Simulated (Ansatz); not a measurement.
Diamond, treated with PBE0-D3(BJ) (PAW; Ansatz, a quantum-chemistry and plane-wave program).

Run with plane-wave cutoff 460 eV, 12×12×12 k mesh, Fermi–Dirac smearing 0.01 eV, scalar-relativistic PAW data made under PBE.

Cell (relaxed at this level):

```cif
data_C8
_chemical_formula_sum 'C8'
_space_group_name_H-M_alt 'Fd-3m :1'
_space_group_IT_number 227
_space_group_name_Hall 'F 4d 2 3 -1d'
_cell_length_a 3.53173
_cell_length_b 3.53173
_cell_length_c 3.53173
_cell_angle_alpha 90.000
_cell_angle_beta 90.000
_cell_angle_gamma 90.000
loop_
_atom_site_label
_atom_site_type_symbol
_atom_site_symmetry_multiplicity
_atom_site_Wyckoff_symbol
_atom_site_fract_x
_atom_site_fract_y
_atom_site_fract_z
_atom_site_occupancy
C1 C 8 b 0.50000 0.50000 0.50000 1
```
(The calculation used a cell of 2 atoms; values per cell refer to that cell.)

Question: Give the computed band gap, pressure derivative B′ of the bulk modulus, bulk modulus B0, width of the whole s-p valence band and smallest direct gap on the k points sampled.

Answer: 
- band gap = 6.11 eV (indirect)
- pressure derivative B′ of the bulk modulus = 3.5
- bulk modulus B0 = 479 GPa
- width of the whole s-p valence band = 24.01 eV
- smallest direct gap on the k points sampled = 7.79 eV

Measured, for comparison: bulk modulus 455 GPa (0 K value with the zero-point phonon effect removed; as tabulated in Mejia-Rodriguez and Trickey (2018), arXiv:1807.09216). Computed (rounded) less measured: bulk modulus +5 %.

Static lattice: no zero-point or thermal effects.

Computing time: roughly 4 core-minutes.
